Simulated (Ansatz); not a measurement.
Compare A (`CC(N)=C=O`) with its isomer B (`N=C1CCO1`).

Computed with Ansatz on PBE0-D4/def2-TZVP structures; ΔE is electronic, products minus reactants. CBS: MP2 limit from def2 TZ/QZ plus the TZ coupled-cluster correction, frozen cores. DFT in def2-TZVPP. One conformer a species, not always the lowest.

Which isomer does CCSD(T)/CBS put lower? Give the gap. (An estimate is asked.)

The calculation gave: B, by 4.9 kcal/mol.

Give E(B) − E(A) in kcal/mol with CCSD/def2-TZVPP, MP2/def2-TZVPP, r2SCAN-D4, PBE-D4, PBE0-D4, HF/def2-TZVPP, CCSD(T)/def2-SVP. (An estimate is asked.)

Ansatz gave: CCSD/def2-TZVPP -5.7, MP2/def2-TZVPP -4.3, r2SCAN-D4 -3.6, PBE-D4 -3.1, PBE0-D4 -5.3, HF/def2-TZVPP -3.8, CCSD(T)/def2-SVP -3.9. None reverses the order clearly.

Does the order hold for the free energy at 298.15 K (harmonic terms from PBE0-D4)? (Best estimate.)

Computed: Yes: G(B) − G(A) = -2.0 kcal/mol, for one conformer each.

Largest T1 diagnostic: 0.015.

From BLYP to BHLYP (50 % exact exchange), in def2-TZVPP and without D4, E(B) − E(A) moves by −4.8 kcal/mol. At CCSD(T), def2-SVP lies +1.0 kcal/mol from the extrapolated value and def2-TZVPP −0.6 kcal/mol.
